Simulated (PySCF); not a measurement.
These are TPSSh-D3(BJ)/def2-TZVP // PBE-D3(BJ)/def2-SVP (PySCF) values and carry that method's errors. All species are isolated molecules in the gas phase. 

Reference species (SMILES): `[OH]` (neutral, multiplicity 2).

* **dipole moment**: 1.75 D

Changed species: `C[N]C` (free radical N(CH3)2; the reference has free radical OH).

Q: What does the change do to the dipole moment?

A: the dipole moment falls by 0.05 D, to 1.70 D.
